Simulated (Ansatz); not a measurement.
Consider the atomization: `O=C1CO1` → 2 C• + 2 H• + 2 O•.

Computed with Ansatz on PBE0-D4/def2-TZVP structures; ΔE is electronic, products minus reactants. CBS: MP2 limit from def2 TZ/QZ plus the TZ coupled-cluster correction, frozen cores. This one scheme is used for every species, atoms too. No spin–orbit coupling; open shells (•) take unrestricted orbitals. Spin–orbit coupling would lower the free atoms: a little for C, O.

```tsv
species	CCSD(T)/CBS(def2) energy (Eh)
`O=C1CO1`	-227.58978
C•	-37.79194
H•	-0.50000
O•	-75.00631
```

Task: Work out ΔE.

Result: ΔE = 2 × (-37.79194) + 2 × (-0.50000) + 2 × (-75.00631) − (-227.58978) = 0.99328 Eh = +623.3 kcal/mol.

Largest T1 diagnostic among the species: 0.017.

In def2-TZVPP, CCSD(T) changes the Hartree–Fock value by +199.0 kcal/mol (the triples alone add +16.4 kcal/mol) and MP2 by +226.3 kcal/mol; breaking electron pairs costs correlation energy, which Hartree–Fock lacks. Leaving LDA and LC-ωPBE aside and taking each functional with its dispersion term where it has one, the values, not all of them listed here, spread over 76.0 kcal/mol, from BHLYP-D4 to PBE-D4. LDA lies +94.5 kcal/mol from PBE without D4, its usual overbinding.

For atomizations the MP2-based limit and the directly extrapolated one differ by several kJ/mol either way, and by 10 to 25 for some Ge, Se and Sn compounds, so smaller differences from it don't rank the levels.
